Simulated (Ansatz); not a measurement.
**hcp Zn**

Calculation: HSE06 (plane waves, PAW; Ansatz, a program for electronic structure).

Run with plane-wave cutoff 500 eV, 12×12×6 k mesh (along the axes of the cell as run), Fermi–Dirac smearing 0.1 eV, scalar-relativistic PAW data made under PBE.

Cell (relaxed at this level):

```cif
data_Zn2
_chemical_formula_sum 'Zn2'
_space_group_name_H-M_alt 'P 1'
_space_group_IT_number 1
_cell_length_a 2.62544
_cell_length_b 2.62544
_cell_length_c 5.19951
_cell_angle_alpha 90.000
_cell_angle_beta 90.000
_cell_angle_gamma 120.000
loop_
_space_group_symop_operation_xyz
  'x, y, z'
loop_
_atom_site_label
_atom_site_type_symbol
_atom_site_fract_x
_atom_site_fract_y
_atom_site_fract_z
_atom_site_occupancy
Zn1 Zn 0.33333 0.66667 0.25000 1
Zn2 Zn 0.66667 0.33333 0.75000 1
```

| Property | Value |
|---|---|
| equilibrium volume per atom | 15.52 Å³/atom |
| lattice parameter a | 2.625 Å |
| lattice parameter c | 5.200 Å |

Measured, for comparison: lattice constant a 2.665 Å (293 K, no zero-point or thermal correction, our sources range from 2.660 to 2.665; as tabulated in Wikipedia's data pages); lattice parameter c 4.946 Å (293 K, no zero-point or thermal correction; as tabulated in Wikipedia's data pages). Computed (rounded) less measured: lattice constant a -1.5 % (-1.3 % to -1.5 % over the range), lattice parameter c +5.1 %. A static lattice is as a rule a little smaller and stiffer than an uncorrected measurement, which narrows the difference in the lattice constant a and would widen misses of the other sign.

Note: exact exchange on metals is sensitive to the k mesh and can open a false gap; the run warned that the count of filled bands differs between k points.

The computed numbers hold no vibrational or temperature effects.

Cost on a shared machine: roughly 16 core-minutes.
